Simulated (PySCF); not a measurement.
Molecule: SMILES CP(C)(C)=N, C3H10NP.

Geometry:
| atom | x (Å) | y (Å) | z (Å) |
| --- | --- | --- | --- |
| C1 | -0.191 | 1.486 | -1.126 |
| P2 | -0.428 | 0.383 | 0.289 |
| C3 | -1.298 | -1.076 | -0.405 |
| C4 | 1.244 | -0.292 | 0.630 |
| N5 | -1.142 | 1.208 | 1.419 |
| H6 | 0.305 | 0.977 | -1.965 |
| H7 | 0.413 | 2.344 | -0.799 |
| H8 | -1.175 | 1.859 | -1.442 |
| H9 | -1.414 | -1.834 | 0.385 |
| H10 | -0.763 | -1.524 | -1.255 |
| H11 | -2.301 | -0.759 | -0.725 |
| H12 | 1.698 | -0.764 | -0.255 |
| H13 | 1.885 | 0.531 | 0.979 |
| H14 | 1.174 | -1.038 | 1.436 |
| H15 | -1.328 | 0.686 | 2.273 |

Geometry PBE0-D3(BJ)/def2-SVP throughout; GIAO in PySCF, gas phase, one conformer, non-relativistic; equivalent atoms averaged; functional PBE0.

For orientation, STO-3G gives these shifts δ (against TMS, H3PO4, NH3 at the same level): C1/C3/C4 13.3, P2 -101.8, N5 1.7, H6/H7/H8/H9/H10/H11/H12/H13/H14 0.84, H15 -2.30 ppm.

A run gave: C1/C3/C4 18.6, P2 -16.7, N5 28.0, H6/H7/H8/H9/H10/H11/H12/H13/H14 0.95, H15 -0.33 ppm (shifts δ (against TMS, H3PO4, NH3 at the same level)).

Task: Which basis set was used in that run?
A. def2-SVP
B. 6-311+G(2d,p)
C. 6-31G*
D. 6-31G
E. def2-TZVP

Result: C. H15 tells them apart best: 6-31G* gives -0.33, def2-TZVP gives -0.83, 6-311+G(2d,p) gives -0.66, def2-SVP gives -0.76, 6-31G gives -0.51 ppm.
